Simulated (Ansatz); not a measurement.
## Ansatz (development build ahead of 0.2.0) run

```yaml
crystal:
  periodic: [false, false, false]
  atoms:
    - { symbol: C, position_ang: [0.0, 0.0, 0.0] }
    - { symbol: "N", position_ang: [0.0, 0.0, 1.173] }
basis:
  gaussian: { orbitals: def2-SVP }
total_charge: 1
magnetization:
  spin_polarized: true
hamiltonian:
  xc: hf
correlation:
  method: mp2
  frozen_orbitals: { C: 1, "N": 1 }
scf:
  omitted_lower_state_checks: [starts, atomic_configurations, cluster_reference, orbital_swaps, given_window_search, neighbouring_geometries, increment]
```

The input is written out in the form of the current development build from the run's settings.

Output:

```
Converged                                                          : yes
Reference energy                                                   : -91.67095 hartree
Correlation energy                                                 : -0.16105 hartree
Total energy                                                       : -91.83200 hartree
Spin squared of the determinant                                    : 1.634
Stability test                                                     : minimum
Occupied orbitals by symmetry in an Abelian subgroup (alpha; beta) : 4 A1 1 B1 1 B2; 4 A1 1 B1 1 B2
```

Messages of the program:
```
mean field -2494.49356079 eV, -91.6709475306 hartree, gradient 9.8e-6 eV, S^2 1.634074; 3 other ends of a descent, 0 dependent functions left out
```

Caution: the unrestricted determinant is a mixture of spin states; a plain start can end on a higher determinant; another reference gives a lower total.
